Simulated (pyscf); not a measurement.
Four-centre exchange: `[CH3][GaH2]` + `[NH3]` -> `[CH4]` + `[NH2][GaH2]`

Gas phase, singlet surface, charge 0. Bonds broken: C1–Ga2, N8–H9. Bonds formed: C1–H9, Ga2–N8. PySCF, gas phase, ωB97X-D3(BJ)/def2-SVP geometries. Correlated levels are frozen-core, on RHF or UHF. ΔMP2 is the change of the MP2 total energy from the triple- to the quadruple-zeta basis.

Transition state (Å):

```xyz
11

C     -1.0507    -1.1016    -0.1244
Ga     0.0920     0.7525     0.4003
H     -1.1423    -1.4811    -1.1547
H     -1.8750    -1.4968     0.4905
H     -0.1322    -1.5725     0.2804
H      0.1580     0.8087     1.9607
H      1.2904     0.8343    -0.5995
N     -1.5728     1.5556    -0.3287
H     -1.5362     0.2005    -0.3269
H     -2.2253     2.0262     0.2962
H     -1.5520     2.0433    -1.2228
```

One imaginary mode, 1596i cm⁻¹; descent along it reached the two sides named, in the forms told below.

```csv
bond,change,reactant side (Å),saddle,product side
C1–Ga2,breaks,1.989,2.240,3.3
N8–H9,breaks,1.021,1.356,2.9
C1–H9,forms,3.0,1.404,1.100
Ga2–N8,forms,2.175,1.987,1.815
```

Electronic energies relative to the separated reactants (kJ/mol):

```json
[
 {"level": "ωB97X-D3(BJ)/def2-TZVP", "barrier": "66.1", "reaction energy": "-70.4", "reverse barrier": "136.5"},
 {"level": "PBE/def2-TZVP", "barrier": "52.5", "reaction energy": "-71.0", "reverse barrier": "123.4"},
 {"level": "r²SCAN/def2-TZVP", "barrier": "49.3", "reaction energy": "-75.6", "reverse barrier": "125.0"},
 {"level": "B3LYP-D3(BJ)/def2-TZVP", "barrier": "68.7", "reaction energy": "-74.4", "reverse barrier": "143.2"},
 {"level": "PBE0-D3(BJ)/def2-TZVP", "barrier": "55.4", "reaction energy": "-68.9", "reverse barrier": "124.3"},
 {"level": "M06-2X/def2-TZVP", "barrier": "55.2", "reaction energy": "-78.9", "reverse barrier": "134.1"},
 {"level": "ωB97M-D3(BJ)/def2-TZVP", "barrier": "71.4", "reaction energy": "-70.1", "reverse barrier": "141.5"},
 {"level": "HF/def2-TZVP", "barrier": "134.7", "reaction energy": "-76.0", "reverse barrier": "210.7"},
 {"level": "MP2/def2-QZVPP", "barrier": "63.9", "reaction energy": "-72.9", "reverse barrier": "136.8"},
 {"level": "CCSD/def2-TZVPP", "barrier": "81.0", "reaction energy": "-70.7", "reverse barrier": "151.7"},
 {"level": "CCSD(T)/def2-TZVPP", "barrier": "69.9", "reaction energy": "-71.2", "reverse barrier": "141.1"},
 {"level": "CCSD(T)/def2-TZVPP + ΔMP2(QZVPP)", "barrier": "70.8", "reaction energy": "-71.4", "reverse barrier": "142.3"}
]
```

With CCSD(T)/def2-TZVPP + ΔMP2(QZVPP) energies and thermal terms (ideal gas, 1 atm, RRHO with modes under 100 cm⁻¹ raised to 100, one conformer, R ln 2 for chiral ones without a mode under 150 cm⁻¹), in kJ/mol:

```tsv
T (K)	ΔH‡	ΔG‡	ΔH	ΔG
298	63.7	110.6	-70.8	-63.5
600	65.2	157.8	-71.4	-55.8
900	68.4	203.5	-71.6	-48.0
1200	72.0	247.9	-71.7	-40.1
```

On the reactant side the descent ends in an adduct with a Ga–N contact, 97.0 kJ/mol under the separated species and 163.1 kJ/mol under the saddle at ωB97X-D3(BJ)/def2-TZVP. What is counted as formed (Ga–N) is already present as a longer contact in the reactant adduct; forming that adduct is a step of its own. One saddle was located; it need not be the lowest between these sides. The CCSD(T) − MP2 part came from Ansatz, without density fitting, on the same reference. The frozen core leaves the outer d or s,p core shells of the metals and heavy elements correlated in the MP2 and CC values, and def2-TZVPP describes them poorly, which can shift differences by a few kcal/mol. Elements up to Kr have no core potential and no relativistic terms here.
